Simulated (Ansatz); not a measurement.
Stepwise reaction of `[SiH2]` with hydrogen sulfide, as a gas-phase model of exchange steps in deposition or etching. ΔE in kJ/mol; ΔG adds harmonic PBE0-D4 terms to CCSD(T)/CBS, at 1 bar.

Program: Ansatz. Geometries: PBE0-D4/def2-TZVP. ΔE: electronic, gas phase. CCSD(T)/CBS adds triple-zeta CCSD(T) − MP2 to the extrapolated MP2 energy (def2 sets, frozen cores). This one scheme is used for every species. Functionals use def2-TZVPP. B3LYP here is the variant with VWN-RPA as its local correlation; programs differ in this. One conformer a species, not always the lowest.

```
step                        reaction  PBE-D4  B3LYP-D4  ωB97M-V  CCSD(T)/CBS  ΔG(400 K)
   1  `[SiH2]` + H₂S → `[SiH]S` + H₂  -126.0    -112.7   -109.7       -110.1      -99.1
   2  `[SiH]S` + H₂S → `S[Si]S` + H₂   -88.3     -79.9    -77.5        -79.0      -70.5
```

Question: By hand: ΔE of the 2 steps together at CCSD(T)/CBS.

Answer: (-110.1) + (-79.0) = -189.1 kJ/mol, or -94.5 kJ/mol a step.

In ΔE each step is higher than the one before. All are downhill at CCSD(T)/CBS. ΔG lies between -99.1 and -70.5 kJ/mol a step. PBE-D4 differs from CCSD(T)/CBS by -15.9 to -9.3 kJ/mol a step. Isolated molecules leave out the surface, adducts and barriers. Largest T1 diagnostic: 0.016.
